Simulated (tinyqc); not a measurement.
The integration grid: Kohn-Sham B3LYP on finer and finer grids in the sto-6g basis, for BH, spin multiplicity 3. Computed by the program tinyqc with PySCF. Command: `OMP_NUM_THREADS=1 python tinyqc.py 114742 114743 out.jsonl`; one thread of a shared host (Intel(R) Xeon(R) Processor @ 2.60GHz), about 7 s.

Geometry (angstrom):
```
atom,x,y,z
B,0.0000,0.0000,0.0000
H,0.0000,0.0000,1.6670
```

Self-consistent on each grid; the net force on the molecule should vanish.

Kohn-Sham energy on Becke grids (radial x angular points per atom):
```
grid,points,residual of the electron count,E (hartree),E - finest (mhartree),largest net force without grid terms (hartree/bohr)
10 x 14,275,-1.68e-02,-25.07393,5.83585,1.26e-03
15 x 26,772,-3.37e-03,-25.08145,-1.68388,1.35e-03
20 x 50,1988,-2.67e-04,-25.08030,-0.52959,2.72e-04
30 x 86,5143,-2.99e-05,-25.07979,-0.02106,1.42e-04
50 x 194,19372,1.36e-06,-25.07977,-0.00047,3.20e-07
75 x 302,45254,-1.76e-07,-25.07977,0.00006,5.47e-08
120 x 590,141454,5.42e-09,-25.07977,0.00000,1.08e-08
```

The energy is within 0.1 mhartree of the finest grid first at 30 x 86. The error has both signs, since quadrature is not variational. The electron count and the net force are cheap signs of a poor grid.
